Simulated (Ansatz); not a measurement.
Geometry optimisation, RKS r2SCAN/6-31G* (Ansatz).

Input:

```yaml
crystal:
  periodic: [false, false, false]
  atoms:
    - { symbol: B, position_ang: [0.0, 0.0, 0.0] }
    - { symbol: H, position_ang: [0.0, 0.0, 1.54] }
    - { symbol: Cl, position_ang: [1.6108, 0.0, -0.93] }
    - { symbol: H, position_ang: [-1.0305, 0.0, -0.595] }
    - { symbol: "N", position_ang: [0.3946, 1.7107, 0.5833] }
    - { symbol: H, position_ang: [1.1678, 1.8639, 1.292] }
    - { symbol: H, position_ang: [-0.1526, 2.5377, 0.2089] }
    - { symbol: H, position_ang: [0.2018, 0.8748, 1.5631] }
basis:
  gaussian: { orbitals: "6-31G*" }
hamiltonian:
  xc: r2scan
relax:
  f_tol: 0.15
  max_steps: 25
  restrain:
    - { distance: [0, 4], at: 2.75, k: 30.0 }
    - { distance: [7, 1], at: 1.86, k: 30.0 }
    - { distance: [0, 1], at: 1.19, k: 30.0 }
    - { distance: [7, 4], at: 1.06, k: 30.0 }
```

Launched with:

```bash
$ ansatz run input.yaml --threads 1 --pin off --max-ram 2048MiB --backend cpu --events-out ev --progress --plain --runs-dir out
```

Q: Where does it end, and by what steps?

A: The run converged. The restraints hold the end off the free minimum; the threshold counts their pulls, which the force column leaves out. Restrained pairs: B1–N5 (1.85 → 2.74 Å), H2–H8 (0.90 → 1.87 Å), B1–H2 (1.54 → 1.19 Å), N5–H8 (1.30 → 1.04 Å). After 9 steps the energy has fallen by 3.479 eV (the restraints' own energy left out); N5 moved furthest, 0.80 Å.

```tsv
step	energy less start (eV)	largest force component (eV/Å)	accepted
0	0.0000	3.768	yes
1	-0.6182	3.779	yes
2	-1.3850	3.832	yes
3	-2.2930	3.071	yes
4	-3.0429	1.701	yes
5	-3.1770	2.094	yes
6	-3.4288	1.162	yes
7	-3.4315	1.020	yes
8	-3.4424	0.808	yes
9	-3.4791	0.912	yes
```

```xyz
8
Properties=species:S:1:pos:R:3
B 0.058 -0.218 -0.025
H -0.013 -0.510 1.128
Cl 1.575 -0.499 -0.867
H -0.884 0.143 -0.663
N 0.359 2.214 1.210
H 1.304 2.097 0.847
H -0.258 2.459 0.438
H 0.052 1.301 1.594
```

Time of the run: 20 s on 1 thread of Intel(R) Xeon(R) Platinum 8488C (Sapphire Rapids), on a shared host, peak memory 0.15 GiB.
